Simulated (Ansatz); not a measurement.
# CHBSi (triplet): the correlation ladder, def2-TZVPP

One table from this session's results is given with a row withheld; the runs are named, their logs left out.

Program: Ansatz 0.2.0, Gaussian basis. Level of theory: def2-TZVPP, core rule «outside noble gas», up to 7 orbitals frozen. These are calculated values, not measurements.

The runs, in order: UHF; ROHF; CCSD(T) on UHF.

2 further runs of the same task are left out: 2 set aside as unsound or not needed.

**The geometry**

The geometry is a PBE0/def2-TZVP stationary point (not a proven minimum).

4 atoms, charge 0, spin multiplicity 3.

Atoms are counted from 1 here; the program's logs count them from 0.

Bond lengths: C1–B2 1.396 Å, B2–Si3 1.912 Å, Si3–H4 1.520 Å. Angles: C1–B2–Si3 172.2°, B2–Si3–H4 92.7°.

Set-up of the first run:

Contents of in.yaml:

```yaml
crystal:
  periodic: [false, false, false]
  atoms:
    - {symbol: C, position_ang: [0.000000, 0.013962, 2.143144]}
    - {symbol: B, position_ang: [0.000000, 0.080821, 0.748773]}
    - {symbol: Si, position_ang: [0.000000, -0.087981, -1.155894]}
    - {symbol: H, position_ang: [0.000000, 1.418282, -1.360996]}
basis:
  gaussian: {orbitals: def2-TZVPP}
magnetization: {spin_polarized: true, initial_magnetization: 2}
hamiltonian: {xc: hf}
output: {orbitals: {seedname: orbitals}}
```

The run is started by

```bash
> ansatz run in.yaml --threads 1 --pin off --events-out ev --progress --plain --max-ram 4096MiB --backend cpu
```

Among the steps run: UHF; ROHF; CCSD(T) on UHF.

One of the session's tables, all rows but one given; the rest of the session is left out.

It belongs to the step «Misses and costs». 

```
  method  from UCCSD(T) (kcal/mol)
    ROHF                   +217.59
     UHF                   +202.58
    UMP2                    +45.12
   UCCSD                         ?
UCCSD(T)                         0
```

**Question.** Estimate the row for UCCSD.

As computed: from UCCSD(T) (kcal/mol): +11.38. In the column «from UCCSD(T) (kcal/mol)» it lies between UCCSD(T) (0) and UMP2 (+45.12).

With the free atoms at the same levels and basis (separate runs), the atomisation energy is 10.500 eV at UCCSD(T), 7.708 eV at ROHF.

Caveats from the session: The determinant is far from a pure spin state, so its energy mixes those of several spin states (harmless only where they are near-degenerate, as at dissociation). Warnings: spin contamination; coupled cluster took another determinant than the lowest.
